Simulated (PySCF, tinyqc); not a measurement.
RHF in the sto-3g basis, for H2O, spin multiplicity 1, step by step. The lowest restricted solution is unstable here: a spin-polarised one lies 0.0029 hartree lower (PySCF). One step of it, computed by the program tinyqc.

Question. Iteration 1: building the Fock matrix. J_ij = sum D_kl (ij|kl), K_ij = sum D_kl (ik|jl); F = H + J - 0.5 K; E = tr D H + tr D J / 2 - 0.25 tr D K + E_nn.

D at the start:
```
            1O 1s      1O 2s    1O 2px     1O 2py     1O 2pz      2H 1s      3H 1s
1O 1s    2.124840  -0.536189  0.000000   0.000000  -0.023888   0.045281   0.045281
1O 2s   -0.536189   2.300890  0.000000   0.000000   0.131263  -0.190453  -0.190453
1O 2px   0.000000   0.000000  2.000000   0.000000   0.000000   0.000000   0.000000
1O 2py   0.000000   0.000000  0.000000   2.112178   0.000000  -0.187015   0.187015
1O 2pz  -0.023888   0.131263  0.000000   0.000000   2.092003  -0.158312  -0.158312
2H 1s    0.045281  -0.190453  0.000000  -0.187015  -0.158312   0.042754   0.009636
3H 1s    0.045281  -0.190453  0.000000   0.187015  -0.158312   0.009636   0.042754
```

core Hamiltonian H = T + V (hartree):
```
             1O 1s      1O 2s     1O 2px     1O 2py     1O 2pz      2H 1s      3H 1s
1O 1s   -32.425574  -7.542896   0.000000   0.000000  -0.011669  -0.762776  -0.762776
1O 2s    -7.542896  -9.053179   0.000000   0.000000  -0.145965  -1.986859  -1.986859
1O 2px    0.000000   0.000000  -7.221583   0.000000   0.000000   0.000000   0.000000
1O 2py    0.000000   0.000000   0.000000  -7.280005   0.000000  -1.105943   1.105943
1O 2pz   -0.011669  -0.145965   0.000000   0.000000  -7.277649  -1.117517  -1.117517
2H 1s    -0.762776  -1.986859   0.000000  -1.105943  -1.117517  -3.961749  -0.759864
3H 1s    -0.762776  -1.986859   0.000000   1.105943  -1.117517  -0.759864  -3.961749
```

Two-electron integrals (ij|kl) in chemists' order, unique and non-zero (hartree):
```
(11|11) 4.785065    (21|11) 0.741380    (21|21) 0.136873    (22|11) 1.118947
(22|21) 0.256633    (22|22) 0.817206    (31|31) 0.024477    (32|31) 0.037809
(32|32) 0.180518    (33|11) 1.115814    (33|21) 0.256684    (33|22) 0.817023
(33|33) 0.880159    (41|41) 0.024477    (42|41) 0.037809    (42|42) 0.180518
(43|43) 0.047444    (44|11) 1.115814    (44|21) 0.256684    (44|22) 0.817023
(44|33) 0.785270    (44|44) 0.880159    (51|51) 0.024477    (52|51) 0.037809
(52|52) 0.180518    (53|53) 0.047444    (54|54) 0.047444    (55|11) 1.115814
(55|21) 0.256684    (55|22) 0.817023    (55|33) 0.785270    (55|44) 0.785270
(55|55) 0.880159    (61|11) 0.075061    (61|21) 0.013758    (61|22) 0.025692
(61|33) 0.025645    (61|41) 0.000430    (61|42) 0.000817    (61|44) 0.025719
(61|51) 0.000421    (61|52) 0.000800    (61|54) 0.000073    (61|55) 0.025716
(61|61) 0.001399    (62|11) 0.213062    (62|21) 0.049614    (62|22) 0.178887
(62|33) 0.175678    (62|41) 0.002632    (62|42) 0.021579    (62|44) 0.180499
(62|51) 0.002578    (62|52) 0.021140    (62|54) 0.004722    (62|55) 0.180304
(62|61) 0.005093    (62|62) 0.051813    (63|31) 0.004803    (63|32) 0.029347
(63|43) 0.004285    (63|53) 0.004198    (63|63) 0.006798    (64|11) 0.119164
(64|21) 0.028075    (64|22) 0.108159    (64|33) 0.103479    (64|41) 0.006082
(64|42) 0.041411    (64|44) 0.114776    (64|51) 0.001253    (64|52) 0.011818
(64|54) 0.006869    (64|55) 0.106095    (64|61) 0.002985    (64|62) 0.038159
(64|64) 0.034612    (65|11) 0.116737    (65|21) 0.027504    (65|22) 0.105956
(65|33) 0.101372    (65|41) 0.001253    (65|42) 0.011818    (65|44) 0.104042
(65|51) 0.006031    (65|52) 0.040924    (65|54) 0.006902    (65|55) 0.112331
(65|61) 0.002924    (65|62) 0.037382    (65|64) 0.027248    (65|65) 0.033491
(66|11) 0.401333    (66|21) 0.094910    (66|22) 0.394597    (66|33) 0.380651
(66|41) 0.005574    (66|42) 0.065050    (66|44) 0.401789    (66|51) 0.005461
(66|52) 0.063726    (66|54) 0.020708    (66|55) 0.400937    (66|61) 0.009781
(66|62) 0.155161    (66|64) 0.130786    (66|65) 0.128123    (66|66) 0.774606
(71|11) 0.075061    (71|21) 0.013758    (71|22) 0.025692    (71|33) 0.025645
(71|41) -0.000430   (71|42) -0.000817   (71|44) 0.025719    (71|51) 0.000421
(71|52) 0.000800    (71|54) -0.000073   (71|55) 0.025716    (71|61) 0.001383
(71|62) 0.004965    (71|64) 0.002702    (71|65) 0.002855    (71|66) 0.009500
(71|71) 0.001399    (72|11) 0.213062    (72|21) 0.049614    (72|22) 0.178887
(72|33) 0.175678    (72|41) -0.002632   (72|42) -0.021579   (72|44) 0.180499
(72|51) 0.002578    (72|52) 0.021140    (72|54) -0.004722   (72|55) 0.180304
(72|61) 0.004965    (72|62) 0.041586    (72|64) 0.021363    (72|65) 0.029203
(72|66) 0.100557    (72|71) 0.005093    (72|72) 0.051813    (73|31) 0.004803
(73|32) 0.029347    (73|43) -0.004285   (73|53) 0.004198    (73|63) 0.005274
(73|73) 0.006798    (74|11) -0.119164   (74|21) -0.028075   (74|22) -0.108159
(74|33) -0.103479   (74|41) 0.006082    (74|42) 0.041411    (74|44) -0.114776
(74|51) -0.001253   (74|52) -0.011818   (74|54) 0.006869    (74|55) -0.106095
(74|61) -0.002702   (74|62) -0.021363   (74|64) -0.006042   (74|65) -0.014752
(74|66) -0.048297   (74|71) -0.002985   (74|72) -0.038159   (74|74) 0.034612
(75|11) 0.116737    (75|21) 0.027504    (75|22) 0.105956    (75|33) 0.101372
(75|41) -0.001253   (75|42) -0.011818   (75|44) 0.104042    (75|51) 0.006031
(75|52) 0.040924    (75|54) -0.006902   (75|55) 0.112331    (75|61) 0.002855
(75|62) 0.029203    (75|64) 0.014752    (75|65) 0.025490    (75|66) 0.076881
(75|71) 0.002924    (75|72) 0.037382    (75|74) -0.027248   (75|75) 0.033491
(76|11) 0.072695    (76|21) 0.017126    (76|22) 0.068513    (76|33) 0.066702
(76|44) 0.067717    (76|51) 0.001270    (76|52) 0.013127    (76|55) 0.071045
(76|61) 0.001746    (76|62) 0.020933    (76|64) 0.013503    (76|65) 0.017025
(76|66) 0.071787    (76|71) 0.001746    (76|72) 0.020933    (76|74) -0.013503
(76|75) 0.017025    (76|76) 0.011547    (77|11) 0.401333    (77|21) 0.094910
(77|22) 0.394597    (77|33) 0.380651    (77|41) -0.005574   (77|42) -0.065050
(77|44) 0.401789    (77|51) 0.005461    (77|52) 0.063726    (77|54) -0.020708
(77|55) 0.400937    (77|61) 0.009500    (77|62) 0.100557    (77|64) 0.048297
(77|65) 0.076881    (77|66) 0.282022    (77|71) 0.009781    (77|72) 0.155161
(77|74) -0.130786   (77|75) 0.128123    (77|76) 0.071787    (77|77) 0.774606
```

nuclear repulsion = 6.76614453 hartree

Give: Coulomb J; exchange K; Fock matrix F; total energy of this density.

Answer.

Coulomb J (hartree):
```
          1O 1s   1O 2s  1O 2px   1O 2py  1O 2pz   2H 1s    3H 1s
1O 1s   18.5937  3.5463  0.0000   0.0000  0.0026  0.3568   0.3568
1O 2s    3.5463  8.8071  0.0000   0.0000  0.0006  1.8597   1.8597
1O 2px   0.0000  0.0000  8.8003   0.0000  0.0000  0.0000   0.0000
1O 2py   0.0000  0.0000  0.0000   8.7990  0.0000  1.1036  -1.1036
1O 2pz   0.0026  0.0006  0.0000   0.0000  8.7985  1.0802   1.0802
2H 1s    0.3568  1.8597  0.0000   1.1036  1.0802  3.9431   0.6920
3H 1s    0.3568  1.8597  0.0000  -1.1036  1.0802  0.6920   3.9431
```

exchange K (hartree):
```
         1O 1s   1O 2s  1O 2px   1O 2py  1O 2pz   2H 1s    3H 1s
1O 1s   9.8419  1.7170  0.0000   0.0000  0.0010  0.1841   0.1841
1O 2s   1.7170  2.8643  0.0000   0.0000  0.0057  0.5185   0.5185
1O 2px  0.0000  0.0000  2.3599   0.0000  0.0000  0.0000   0.0000
1O 2py  0.0000  0.0000  0.0000   2.3622  0.0000  0.2303  -0.2303
1O 2pz  0.0010  0.0057  0.0000   0.0000  2.3602  0.2240   0.2240
2H 1s   0.1841  0.5185  0.0000   0.2303  0.2240  0.1623   0.0989
3H 1s   0.1841  0.5185  0.0000  -0.2303  0.2240  0.0989   0.1623
```

Fock matrix F (hartree):
```
           1O 1s    1O 2s  1O 2px   1O 2py   1O 2pz    2H 1s    3H 1s
1O 1s   -18.7529  -4.8552  0.0000   0.0000  -0.0096  -0.4981  -0.4981
1O 2s    -4.8552  -1.6783  0.0000   0.0000  -0.1483  -0.3864  -0.3864
1O 2px    0.0000   0.0000  0.3988   0.0000   0.0000   0.0000   0.0000
1O 2py    0.0000   0.0000  0.0000   0.3379   0.0000  -0.1175   0.1175
1O 2pz   -0.0096  -0.1483  0.0000   0.0000   0.3407  -0.1493  -0.1493
2H 1s    -0.4981  -0.3864  0.0000  -0.1175  -0.1493  -0.0998  -0.1173
3H 1s    -0.4981  -0.3864  0.0000   0.1175  -0.1493  -0.1173  -0.0998
```

total energy of this density = -73.287108 hartree
